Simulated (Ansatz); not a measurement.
# H3NSi2: the cost of one run

All numbers below are computed with Ansatz 0.2.0 (UKS B3LYP-D4/def2-SVP).

## 1. Starting point

Bond lengths: N1–Si2 1.756 Å, Si2–Si3 2.181 Å, N1–H4 1.009 Å, N1–H5 1.008 Å, Si3–H6 1.506 Å. Angles: N1–Si2–Si3 108.4°, Si2–N1–H4 121.8°, Si2–N1–H5 120.7°, H4–N1–H5 110.0°, Si2–Si3–H6 172.3°.

Structure file:

```xyz
6

N    -1.0499    0.2757   -0.9054
Si    0.5374   -0.4588   -1.0642
Si    1.4872   -0.4802    0.8986
H    -1.7734   -0.1407   -0.3391
H    -1.1576    1.2782   -0.9198
H     1.9563   -0.4742    2.3299
```

## 2. End point A

File input.yaml:

```yaml
crystal:
  periodic: [false, false, false]
  atoms:
    - { symbol: "N", position_ang: [-1.04988, 0.27567, -0.90539] }
    - { symbol: Si, position_ang: [0.53737, -0.45881, -1.06422] }
    - { symbol: Si, position_ang: [1.48725, -0.4802, 0.89858] }
    - { symbol: H, position_ang: [-1.77345, -0.14072, -0.33906] }
    - { symbol: H, position_ang: [-1.15761, 1.27824, -0.91981] }
    - { symbol: H, position_ang: [1.95632, -0.47418, 2.3299] }
magnetization:
  spin_polarized: true
basis:
  gaussian: { orbitals: def2-SVP }
hamiltonian:
  xc: b3lyp
  dispersion: d4
relax:
  f_tol: 0.02
  max_steps: 50
output:
  orbitals: {}
```

The run is started by

```
> ansatz run input.yaml --threads 2 --pin off --max-ram 3072MiB --backend cpu --events-out ev --progress --plain --runs-dir out
```

**Question.** How long does this run take on 2 threads of Arm Neoverse V1, shared host, and how much memory does it need?

About 69 s, with a peak of 0.17 GiB.
